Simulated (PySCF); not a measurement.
Bonds (- single, = double, # triple, : aromatic): C1-C2 1.503 Å, C2-S3 1.819 Å, S3-C4 1.795 Å, C4-F5 1.352 Å, C4-C2 1.480 Å. C1 carries H6, H7, H8; C2 carries H9; C4 carries H10. Stereochemistry as in C[C@@H]1S[C@H]1F.

Geometry: GFN2-xTB; GIAO shifts from PySCF, gas phase, non-relativistic, averaged over equivalent atoms.

At PBE0/pcSseg-1 (117 basis functions, 7.9 s wall time on 1 thread of an Arm Neoverse V1, shared host):
```csv
atoms,δ (ppm)
C4,92.4
C2,37.1
C1,22.2
F5,-192.8
H10,5.67
H9,3.06
H6/H7/H8,1.40
```

References, each an isolated molecule treated in the same way: ¹³C (186.93 ppm), ¹H (31.72 ppm) vs TMS; ¹⁹F (170.95 ppm) vs CFCl3.

Question: Estimate the result of repeating the calculation with PBE0/aug-cc-pVDZ.

Answer: 
```json
{"atoms": "C4", "δ at PBE0/aug-cc-pVDZ": "88.4", "change": "-4.0"}
{"atoms": "C2", "δ at PBE0/aug-cc-pVDZ": "38.0", "change": "+0.9"}
{"atoms": "C1", "δ at PBE0/aug-cc-pVDZ": "20.9", "change": "-1.3"}
{"atoms": "F5", "δ at PBE0/aug-cc-pVDZ": "-184.3", "change": "+8.5"}
{"atoms": "H10", "δ at PBE0/aug-cc-pVDZ": "5.90", "change": "+0.23"}
{"atoms": "H9", "δ at PBE0/aug-cc-pVDZ": "3.26", "change": "+0.20"}
{"atoms": "H6/H7/H8", "δ at PBE0/aug-cc-pVDZ": "1.47", "change": "+0.07"}
```

Scale: TMS for ¹³C (197.42 ppm) and ¹H (31.86 ppm); ¹⁹F (188.06 ppm) against CFCl3 (reference shieldings calculated alike).

The largest change is at F5 (fluorine on an sp3 carbon). Cost: 164 basis functions, 13 s wall time on 1 thread of an Arm Neoverse V1, shared host. The order of the carbon signals is the same at both levels.

Unscaled 19F shifts against computed CFCl3 carry errors that often reach 10 to 50 ppm.
